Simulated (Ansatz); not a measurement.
# AlBCl+ (singlet): wave-function methods side by side, cc-pVDZ

One table from this session's results is given with a row withheld; the runs are named, their logs left out.

Computed with Ansatz 0.2.0, Gaussian basis. Level: cc-pVDZ, core rule «outside noble gas», up to 11 orbitals frozen.

To be run: UHF; CCSD(T) on RHF; CCSD(T) on UHF; BCCD(T) on RHF; CISD; CCSDT(Q) on RHF; CCSDT(Q) on UHF.

19 further runs of the same task are left out: 3 for a known fault of the program, 5 that didn't finish, 11 set aside as unsound or not needed.

## What is computed

The geometry is a PBE0/def2-TZVP stationary point (not a proven minimum) of the parent state, kept for this charge and spin.

3 atoms, charge 1, spin multiplicity 1.

Atoms are counted from 1 here; the program's logs count them from 0.

Bond lengths: B1–Al2 2.149 Å, Al2–Cl3 2.113 Å. Angles: B1–Al2–Cl3 121.7°.

Set-up of the first run:

Input file in.yaml:

```yaml
crystal:
  periodic: [false, false, false]
  atoms:
    - {symbol: B, position_ang: [0.000000, 0.761887, -2.406751]}
    - {symbol: Al, position_ang: [0.000000, -0.553323, -0.706867]}
    - {symbol: Cl, position_ang: [0.000000, 0.188778, 1.271874]}
basis:
  gaussian: {orbitals: cc-pVDZ}
total_charge: 1
magnetization: {spin_polarized: true, initial_magnetization: 0}
hamiltonian: {xc: hf}
output: {orbitals: {seedname: orbitals}}
```

On the command line:

```console
$ ansatz run in.yaml --threads 1 --pin off --events-out ev --progress --plain --max-ram 2393MiB
```

Steps of the session up to this table: UHF; CCSD(T) on RHF; CCSD(T) on UHF; BCCD(T) on RHF; CISD; CCSDT(Q) on RHF; CCSDT(Q) on UHF.

One of the session's tables, all rows but one given; the rest of the session is left out.

It belongs to the step «Misses and costs». 

| method | from RCCSDT(Q) (meV) |
| --- | --- |
| RHF | +7763.0 |
| UHF | +7169.4 |
| RMP2 | +1559.1 |
| UMP2 | +1718.5 |
| CISD | +1198.0 |
| RCCSD | +317.1 |
| UCCSD | +381.5 |
| RCCSD(T) | +64.1 |
| UCCSD(T) | +117.2 |
| BCCD(T) | ? |
| RCCSDT | +25.7 |
| UCCSDT | +32.3 |
| RCCSDT(Q) | 0 |
| UCCSDT(Q) | -2.2 |

Q: Estimate the row for BCCD(T) from the others.

As computed: from RCCSDT(Q) (meV): +63.8. In the column «from RCCSDT(Q) (meV)» it lies between UCCSDT (+32.3) and RCCSD(T) (+64.1).

Caveats from the session: The determinant is far from a pure spin state, so its energy mixes those of several spin states (harmless only where they are near-degenerate, as at dissociation). Restricted and unrestricted rows rest on different reference determinants; where their highest levels disagree by more than a few hundredths of an eV, they describe different states and don't form one ladder.
